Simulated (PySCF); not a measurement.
Ligands exchanged one at a time, B F-H. Isolated molecules, 0 K electronic values unless said otherwise. Strings in code marks are SMILES.

These are PySCF with PBE-D3(BJ)/def2-TZVP // B3LYP-D3(BJ)/def2-TZVP values and carry that method's errors. All candidates: neutral, multiplicity 1. Delta-SCF ions had no search for a lower state. Excitations are Tamm–Dancoff values on a coarser integration grid. The basis has no diffuse functions, so Rydberg states are missing or too high.

```json
{
 "vertical ionisation energy (Delta-SCF)": "13.52 eV",
 "T1 excitation (TDA)": "7.18 eV",
 "LUMO": "-1.40 eV"
}
```

### Question
Name which member has these values.
A. `FB(F)F`
B. `FBF`
C. `BF`

### Answer
B, `FBF`. The others give `FB(F)F`: 14.42 eV, 9.44 eV, -0.39 eV; `BF`: 12.10 eV, 5.07 eV, -2.23 eV
